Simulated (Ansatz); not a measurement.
`O=CCO` and `O=CC(O)F` differ in one atom or group.

Ansatz, PBE0-D4/def2-TZVP geometries, multiplicity 1. Each molecule was computed in one conformer, which needn't be the lowest.

| property | `O=CCO` |
| --- | --- |
| LUMO energy (PBE0/def2-TZVPP) / eV | -1.10 |
| size of the dipole moment (B3LYP/def2-TZVPP) / D | 2.39 |
| LUMO energy (ωB97M-V/def2-TZVPP) / eV | 1.25 |
| ideal-gas entropy at 298 K and 1 bar (rigid rotor, harmonic PBE0-D4/def2-TZVP) / J/(mol·K) | 281 |
| size of the dipole moment (ωB97M-V/def2-TZVPP) / D | 2.41 |
| HOMO energy (B3LYP/def2-TZVPP) / eV | -7.95 |

Task: Give the same properties after the change, and the shifts. (Estimate.)

Result: The calculation gave: 
| property | `O=CC(O)F` | shift |
| --- | --- | --- |
| LUMO energy (PBE0/def2-TZVPP) / eV | -1.82 | -0.72 |
| size of the dipole moment (B3LYP/def2-TZVPP) / D | 1.77 | -0.62 |
| LUMO energy (ωB97M-V/def2-TZVPP) / eV | 0.55 | -0.70 |
| ideal-gas entropy at 298 K and 1 bar (rigid rotor, harmonic PBE0-D4/def2-TZVP) / J/(mol·K) | 300 | 19 |
| size of the dipole moment (ωB97M-V/def2-TZVPP) / D | 1.78 | -0.63 |
| HOMO energy (B3LYP/def2-TZVPP) / eV | -8.27 | -0.32 |

With PBE0 the HOMO falls by 0.31 eV and the LUMO falls by 0.72 eV, so the gap narrows by about 0.41 eV. PBE moves the HOMO by -0.28 eV and ωB97M-V by -0.30 eV. Dipoles are sizes alone; their direction can turn.

B3LYP here is the variant with VWN-RPA as its local correlation; programs differ in this.
